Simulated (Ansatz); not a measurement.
## Exact exchange and the vertical energy of the triplet above the singlet of C3H8S (ethyl methyl sulfide)

C3H8S has 12 atoms, charge 0, and is taken as a singlet. As SMILES, `CCSC`. The shape is that of a PBE0-D4/def2-TZVP optimisation. This is one conformer, not always the lowest.

The vertical energy of the triplet above the singlet y, in eV, basis 6-31G(d); a is the functional's share of exact exchange. Programs: Ansatz 0.2.0.

```
functional  program     a  y (eV)
    r2SCAN   Ansatz     0    5.33
    revPBE   Ansatz     0    5.27
     B3LYP   Ansatz   0.2    5.43
      PBE0   Ansatz  0.25    5.41
   r2SCAN0   Ansatz  0.25       ?
     BHLYP   Ansatz   0.5    5.56
```

Fit y = c + s·a to the known rows and predict r2SCAN0.


1. Means of the 5 rows: a = 0.1900, y = 5.400.
2. Σ(Δa)² = 0.172, Σ(Δa·Δy) = 0.0885, so the slope is 0.0885/0.172 = 0.51453.
3. Intercept: 5.400 − (0.51453) × 0.1900 = 5.302. The largest residual of the fit is 0.032.
4. r2SCAN0: 5.302 + (0.51453) × 0.25 = 5.43 eV.

The run gave 5.39 eV, so the prediction is off by +0.04 eV, about the largest residual. The rows mix families of semi-local functionals, which the line can't see.
